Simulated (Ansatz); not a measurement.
System: hcp Co. Method: PBE (Ansatz, a first-principles code, PAW).

The input as run:

Ansatz 0.2 input:
```yaml
crystal:
  lattice:
    - [1.2634860093, -2.1884219627, 0.0]
    - [1.2634860093, 2.1884219627, 0.0]
    - [0.0, 0.0, 4.0854441675]
  atoms:
    - { symbol: Co, position: [0.3333333333, 0.6666666667, 0.25], spin: 1.8 }
    - { symbol: Co, position: [0.6666666667, 0.3333333333, 0.75], spin: 1.8 }
basis:
  ecutwfc: 520
  ecutrho_ratio: 4
  xc_grid: 2
kpoints:
  mp_grid: { grid: [24, 24, 14] }
hamiltonian:
  xc: pbe
  dispersion: none
  pseudopotentials: { kind: paw }
scf:
  occupations: { method: fermi_dirac, width: 0.05 }
output:
  forces: true
  stress: true
  eigenvalues: true
magnetization:
  spin_polarized: true
relax:
  f_tol: 0.004
  escape_saddle: false
  max_steps: 80
  cell: { stress_tol: 0.02, fix: [volume] }
```

Output (set-up and result lines):

```
Relaxation: its limit of steps is 80 (relax.max_steps)
Crystal: 2 atoms, lattice volume = 22.593 Å³
Basis set: ecut = 520 eV, 603 PW (Γ), exchange–correlation on 40×40×64 points (8 copies of the dense FFT grid, shifted against one another)
Bands: 23, of which v1, the nominal top of the filled ones, is band 17 counted from 1 (16 counted from 0)
Symmetry: 24 space group operations
Space group: P63/mmc (ITA 194), of the structure as read, at distance tolerance 2.8e-5 Å
k-points: 488 of 8064
Initial density: superposition of atomic densities (chi_scale 0.1, normalization cell)
Functional: x = pbe(κ = 0.804, μ = 0.2195149727645171), c = pbe(β = 0.06672455060314922)
SCF 1 converged in 11 iterations: F = -10252.296289 eV  dr2 = 8.32e-9
Crystal: 2 atoms, lattice volume = 22.593 Å³
Initial density: handed on by an earlier stage of this run
SCF 2 converged in 3 iterations: F = -10252.296291 eV  dr2 = 5.55e-9
Crystal: 2 atoms, lattice volume = 22.593 Å³
SCF 3 converged in 4 iterations: F = -10252.296292 eV  dr2 = 5.92e-9
Crystal: 2 atoms, lattice volume = 22.593 Å³
SCF 4 converged in 6 iterations: F = -10252.296293 eV  dr2 = 6.85e-14
SCF converged after 6 iterations
Magnetization: 3.2777 μB (18.6388 up, 15.3612 down)
Free energy (F): -10252.296293 eV
Internal energy: -10252.281725 eV  (E = F + TS)
E sigma→0 (E₀):  -10252.289009 eV
Fermi energy:    17.811640 eV
--- Forces (eV/Å), atoms counted from 1 ---
  atom   1  Co     0.00000000    -0.00000000     0.00000000
  atom   2  Co    -0.00000000     0.00000000    -0.00000000
--- Stress (GPa, compression-positive) ---
       -7.735518      -0.000000      -0.000000
       -0.000000      -7.735518      -0.000000
       -0.000000      -0.000000      -7.734198
  P = ⅓ Tr σ = -7.7351 GPa (-77.351 kbar)
```

The cell is one volume of an energy–volume scan, off the minimum.
